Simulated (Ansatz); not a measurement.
Geometry optimisation, Ansatz 0.2.0, RKS PBE-D4/def2-SVP.

The input (input.yaml):

```yaml
crystal:
  periodic: [false, false, false]
  atoms:
    - { symbol: Si, position_ang: [0.0, 0.0, 0.0] }
    - { symbol: H, position_ang: [0.9994, 0.0, 1.3254] }
    - { symbol: H, position_ang: [1.5827, 0.0, 0.5009] }
    - { symbol: F, position_ang: [-0.7489, 1.2974, -0.5295] }
    - { symbol: H, position_ang: [-0.6877, -1.1914, -0.4862] }
basis:
  gaussian: { orbitals: def2-SVP }
hamiltonian:
  xc: pbe
  dispersion: d4
relax:
  f_tol: 0.15
  max_steps: 25
  restrain:
    - { distance: [1, 2], at: 1.86, k: 30.0 }
    - { distance: [0, 1], at: 1.46, k: 30.0 }
    - { distance: [0, 2], at: 1.46, k: 30.0 }
output:
  orbitals: {}
```

Run as:

```bash
$ ansatz run input.yaml --threads 1 --pin off --max-ram 2048MiB --backend cpu --events-out ev --progress --plain --runs-dir out
```

Task: Where does it end, and by what steps?

Result: The forces met the threshold. The restraints hold the end off the free minimum; the threshold counts their pulls, which the force column leaves out. Restrained pairs: H2–H3 (1.01 → 1.92 Å), Si1–H2 (1.66 → 1.46 Å), Si1–H3 (1.66 → 1.46 Å). After 5 steps the energy has fallen by 3.366 eV (the restraints' own energy left out); H3 moved furthest, 0.54 Å.

| step | energy less start (eV) | largest force component (eV/Å) | accepted |
| --- | --- | --- | --- |
| 0 | 0.0000 | 3.567 | yes |
| 1 | -1.5636 | 3.024 | yes |
| 2 | -2.7685 | 2.047 | yes |
| 3 | -3.1261 | 2.301 | yes |
| 4 | -3.3406 | 1.465 | yes |
| 5 | -3.3656 | 1.471 | yes |

```xyz
5
Properties=species:S:1:pos:R:3
Si 0.168 -0.018 0.119
H 0.507 0.010 1.534
H 1.615 0.010 -0.033
F -0.592 1.327 -0.418
H -0.553 -1.224 -0.391
```

Time of the run: 5.9 s on 1 thread of Arm Neoverse V1, on a shared host, peak memory 0.1 GiB.
